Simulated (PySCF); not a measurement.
State search for NaF

Unrestricted PBE0; basis Na x2c-TZVPPall, F x2c-TZVPPall; spin-free X2C with a Gaussian nucleus; PySCF 2.14. Outer shells of the fragments: Na 3s1; F 2s2 2p5.

Followed along the bond (rough minima from three points):

| 2Ms+1 | unpaired | ⟨S²⟩ at the start | R at minimum (Å) | Te (eV) |
| --- | --- | --- | --- | --- |
| 1 | none | 0.00 | 1.93 | 0.00 |
| 3 | σ ↑, π ↑ | 2.00 | none in the scan | ≤ 4.69 |

Solutions found at the starting distance of 2.190 Å, counted from the lowest of them; the search is not exhaustive and high or unbound solutions are not listed, so other states can lie among these:

```csv
2Ms+1,unpaired,term,E (eV),⟨S²⟩,⟨Lz²⟩,μ (D)
1,none,¹Σ⁺,0.00,0.00,0.00,-8.94
3,"σ ↑, π ↑",³Π,4.51,2.00,1.00,1.81
1,"σ ↑, π ↓",mixed,4.54,1.00,1.00,1.97
3,σ ↑↑,³Σ⁺,4.73,2.00,0.00,1.90
3,π ↑↑,mixed,6.19,2.00,2.00,0.37
3,π ↑↑,mixed,6.25,2.00,2.00,0.51
3,"σ ↑, π ↑",³Π,6.50,2.00,1.00,0.50
```

A term symbol is given only where ⟨S²⟩ and ⟨Lz²⟩ are close to those of a pure state; real π, δ and φ orbitals otherwise mix terms. A positive dipole means Na(−)F(+).

Counting both spins, an empty level lies below a filled one in some of these solutions, because spin and occupation are held.
